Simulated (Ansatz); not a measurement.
Ideal-gas functions of `[AlH2][CH2][AlH2]` at 600 K and 1 bar, from an Ansatz frequency run at PBE0-D4/def2-TZVP.

Molar mass 72.02 g/mol, point group C2v (symmetry number 2), electronic degeneracy 1, moments of inertia 24.526, 180.623, 186.643 u Å². Harmonic wavenumbers (cm⁻¹, unscaled): 96, 98, 141, 420, 421, 521, 531, 650, 691, 717, 771, 804, 838, 889, 1344, 1908, 1916, 1919, 1920, 3030, 3107.

Use S(trans) = R[1.5 ln M + 2.5 ln T − 1.1517]; rotational temperatures θ = 24.2544 K / I; S(rot) = R[ln(√π/σ · √(T³/θAθBθC)) + 1.5]; for each mode x = 1.438777 ν̃/T, S = R[x/(eˣ − 1) − ln(1 − e⁻ˣ)] and H = RT x/(eˣ − 1); 1 cm⁻¹ = 0.0119627 kJ/mol; R = 8.31446 J/(mol·K).

Question: By hand: the entropy, in J/(mol·K).

Answer: Translation 176.7. Rotation: θ = 0.9889, 0.1343, 0.13 K, giving 108.1. Vibration, mode by mode: 20.54, 20.37, 17.37, 8.60, 8.58, 6.98, 6.85, 5.42, 5.01, 4.76, 4.30, 4.04, 3.78, 3.44, 1.45, 0.48, 0.47, 0.47, 0.47, 0.05, 0.04, in all 123.5. Electronic 0.0. Sum 408.3 J/(mol·K).

Question: By hand: H − E and G − E in kJ/mol, counted from the electronic energy.

Answer: Zero-point energy ½ × 22732 × 0.0119627 = 136.0; thermal vibration 37.7; translation, rotation and pV give 4 RT = 20.0. H − E = 193.7 kJ/mol, and G − E = 193.7 − 600 × 408.3/1000 = -51.3 kJ/mol.

Vibration gives 30 % of the entropy, 58.3 J/(mol·K) of it from the modes under 150 cm⁻¹: soft modes count most, and the harmonic formula is weakest for them.
